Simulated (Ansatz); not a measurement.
## Ansatz (development build ahead of 0.2.0) run

```yaml
crystal:
  periodic: [false, false, false]
  atoms:
    - { symbol: O, position_ang: [0.0, 0.0, 0.06851] }
    - { symbol: H, position_ang: [0.86748, 0.0, -0.18269] }
    - { symbol: H, position_ang: [-0.43374, 0.75126, -0.18269] }
    - { symbol: H, position_ang: [-0.43374, -0.75126, -0.18269] }
basis:
  gaussian: { orbitals: cc-pVTZ }
total_charge: 1
hamiltonian:
  xc: hf
correlation:
  method: mp2
  frozen_orbitals: { H: 0, O: 1 }
```

The input is written out in the form of the current development build from the run's settings.

Output:

```
Converged                       : yes
Reference energy                : -76.32875 hartree
Correlation energy              : -0.25022 hartree
Total energy                    : -76.57898 hartree
Spin squared of the determinant : 0.000
```
